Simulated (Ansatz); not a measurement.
The input, for Ansatz 0.2.0:

```yaml
crystal:
  periodic: [false, false, false]
  atoms:
    - {symbol: N, position_ang: [-1.111864, -0.019092, -0.029716]}
    - {symbol: H, position_ang: [-1.409144, 0.948742, -0.029716]}
    - {symbol: H, position_ang: [-1.409143, -0.421390, 0.850543]}
    - {symbol: H, position_ang: [-0.057864, -0.019092, -0.029716]}
    - {symbol: B, position_ang: [1.360136, -0.019092, -0.029716]}
    - {symbol: H, position_ang: [1.869209, -0.019092, 1.047292]}
    - {symbol: H, position_ang: [1.869209, -0.019092, -1.106725]}
basis:
  gaussian: {orbitals: cc-pVDZ}
magnetization: {spin_polarized: false, initial_magnetization: 1}
correlation: {method: ccsdt_q, electrons: outside_noble_gas}
```

```sh
$ ansatz run in.yaml --threads 2 --pin off --events-out ev --progress --plain --max-ram 16896MiB --backend cuda --devices 0, --max-vram 18GiB
```

Output:

```
999 factors; integrals over basis functions are off by at most 2.3e-7 eV
mean field evaluation 1: about -2226.0632 eV, gradient 2.8e1 eV
mean field evaluation 2: about -2226.1046 eV, gradient 2.8e1 eV
mean field evaluation 4: about -2228.4256 eV, gradient 2.8e0 eV
mean field evaluation 8: about -2228.4717 eV, gradient 2.3e-1 eV
mean field evaluation 16: about -2227.6311 eV, gradient 1.7e1 eV
mean field evaluation 32: about -2227.9062 eV, gradient 7.5e-1 eV
mean field evaluation 64: about -2224.2695 eV, gradient 1.9e0 eV
mean field evaluation 96: about -2227.9137 eV, gradient 3.1e-3 eV
mean field -2228.47265083 eV, -81.8948594051 hartree, gradient 7.6e-6 eV, S^2 0.750000; 5 other end points of the search recorded, 0 dependent functions left out
determinant -2228.47265083 eV, -81.8948594051 hartree, with singles and doubles -2236.84555401 eV, -82.2025579215 hartree
determinant -2227.91367585 eV, -81.8743174533 hartree, with singles and doubles -2236.37057385 eV, -82.1851027225 hartree
determinant -2228.47265083 eV, -81.8948594051 hartree, with singles and doubles -2236.84622514 eV, -82.2025825852 hartree
determinant -2227.91367585 eV, -81.8743174533 hartree, with singles and doubles -2236.37021649 eV, -82.1850895898 hartree
mean field evaluation 128: about -2228.3494 eV, gradient 3.8e0 eV
2 core orbitals not correlated: weight in the atoms' cores, before any rotation towards them, 1.000 or more for the frozen orbitals, at most 0.000 for the correlated occupied ones
reference -2228.47265083 eV, -81.8948594051 hartree; 7, 6 occupied and 44, 45 virtual orbitals, 999 factors
second order -7.35093779 eV of doubles, -0.08217538 eV of singles
cycle   1  -8.06605339 eV  change   -6.3e-1 eV  update   7.1e-2
...
cycle  14  -8.57919006 eV  change   -4.4e-4 eV  update   2.5e-4
cycle  15  -8.57936841 eV  change   -1.8e-4 eV  update   1.3e-4
cycle  16  -8.57935406 eV  change    1.4e-5 eV  update   7.0e-5
cycle  17  -8.57933281 eV  change    2.1e-5 eV  update   4.1e-5
cycle  18  -8.57933198 eV  change    8.3e-7 eV  update   1.8e-5
cycle  19  -8.57933663 eV  change   -4.6e-6 eV  update   9.7e-6
cycle  20  -8.57934347 eV  change   -6.8e-6 eV  update   6.1e-6
cycle  21  -8.57934637 eV  change   -2.9e-6 eV  update   3.3e-6
cycle  22  -8.57934527 eV  change    1.1e-6 eV  update   1.9e-6
cycle  23  -8.57934400 eV  change    1.3e-6 eV  update   1.4e-6
perturbative correction -0.01280944 eV, -0.0004707384 hartree
Total energy: -2237.06480427 eV, -82.2106152201 hartree
```

For the same geometry and basis UCCSDT(Q) lies 0.6 meV lower.

Ran on 2 threads of AMD EPYC 7R13 with a shared H100 80 GB, shared host: 7.5 s wall, 0.89 GiB peak host memory.
